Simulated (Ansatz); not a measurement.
Input file:

```yaml
crystal:
  periodic: [false, false, false]
  atoms:
    - {symbol: P, position_ang: [-0.000002, -0.390856, 1.384901]}
    - {symbol: Ga, position_ang: [0.000008, -0.328445, -0.391003]}
    - {symbol: S, position_ang: [-0.000005, -0.317080, -2.410052]}
    - {symbol: H, position_ang: [-0.000001, 1.036381, 1.416154]}
basis:
  gaussian: {orbitals: cc-pVDZ}
magnetization: {spin_polarized: true, initial_magnetization: 1}
correlation: {method: ccsdt_q, electrons: outside_noble_gas}
```

```sh
$ ansatz run in.yaml --threads 1 --pin off --events-out ev --progress --plain --max-ram 2393MiB
```

Question: Roughly how long does this take on 1 thread of Arm Neoverse V1, shared host, and how much host memory?

Answer: 3.9 min wall and 0.95 GiB.

```
1343 factors; integrals over basis functions are off by at most 1.9e-7 eV
mean field evaluation 1: about -72433.5555 eV, gradient 1.5e1 eV
mean field evaluation 2: about -72433.5687 eV, gradient 1.5e1 eV
mean field evaluation 4: about -72435.7298 eV, gradient 2.0e0 eV
mean field evaluation 8: about -72435.8697 eV, gradient 4.8e-1 eV
mean field evaluation 16: about -72436.0121 eV, gradient 3.0e-6 eV
mean field evaluation 32: about -72435.8560 eV, gradient 6.6e-1 eV
mean field evaluation 64: about -72436.0030 eV, gradient 3.8e-1 eV
mean field evaluation 96: about -72435.8913 eV, gradient 6.1e-1 eV
mean field evaluation 128: about -72432.4141 eV, gradient 1.2e1 eV
mean field evaluation 160: about -72435.9216 eV, gradient 1.8e0 eV
...
cycle  12  -8.86972915 eV  change    8.4e-5 eV  update   1.9e-4
cycle  13  -8.86973992 eV  change   -1.1e-5 eV  update   1.1e-4
cycle  14  -8.86984650 eV  change   -1.1e-4 eV  update   6.5e-5
cycle  15  -8.86981138 eV  change    3.5e-5 eV  update   3.5e-5
cycle  16  -8.86982765 eV  change   -1.6e-5 eV  update   1.9e-5
cycle  17  -8.86982876 eV  change   -1.1e-6 eV  update   9.0e-6
cycle  18  -8.86982968 eV  change   -9.2e-7 eV  update   5.3e-6
cycle  19  -8.86983029 eV  change   -6.2e-7 eV  update   2.8e-6
cycle  20  -8.86982899 eV  change    1.3e-6 eV  update   1.3e-6
cycle  21  -8.86982826 eV  change    7.4e-7 eV  update   6.7e-7
perturbative correction -0.03690196 eV, -0.0013561221 hartree
Total energy: -72444.91886037 eV, -2662.3016631889 hartree
```
